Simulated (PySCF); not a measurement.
Gas-phase reaction: 2 SiH2Cl + 3 H2 → 2 SiH4 + 2 HCl

Method: PySCF energies (xtb for GFN2) plus ideal-gas RRHO corrections (1 bar). † marks an energy on the PBE0/def2-TZVP geometry and frequencies; other levels use their own. CCSD(T) freezes the core. 6-31G* has spherical d functions here. Open shells (unrestricted): SiH2Cl (multiplicity 2); the rest are closed-shell singlets. GFN2 has no spin-polarisation term. B3LYP is the form with VWN-RPA correlation. SiH2Cl: computed as isolated molecules; such fragments, hydroxides, amides, oligomers or adducts are transient or little studied in the gas. CCSD(T) isn't extrapolated to the basis-set limit; its ΔH°(298 K) is -216.6 kJ in def2-SVP and -192.9 kJ in def2-TZVPP. The harmonic model lacks anharmonicity and excited electronic states, which grow with temperature; levels with a mode under 35 cm⁻¹ are left out.

| level | ΔE electronic, kJ | ΔH°(298 K), kJ | ΔS°(298 K), J/K | ΔG°(800 K), kJ |
|---|---|---|---|---|
| B3LYP/6-31G* | -183 | -161 | -133 | -45 |
| CCSD(T)/def2-SVP† | -240 | -217 | -133 | -102 |
| GFN2-xTB | -315 | -289 | -137 | -171 |
| HF/def2-TZVP† | -166 | -143 | -133 | -28 |
| M06-2X/def2-TZVP† | -166 | -143 | -133 | -28 |
| PBE/def2-SVP | -199 | -176 | -134 | -61 |
| PBE/def2-TZVP† | -175 | -152 | -133 | -37 |
| PBE0/def2-QZVP† | -193 | -170 | -133 | -55 |
| r2SCAN/def2-TZVP† | -162 | -139 | -133 | -24 |
| ωB97M-V/def2-TZVP† | -209 | -186 | -133 | -71 |
ΔH° is lowest at GFN2-xTB and highest at r2SCAN/def2-TZVP†. No reference value is set beside these.
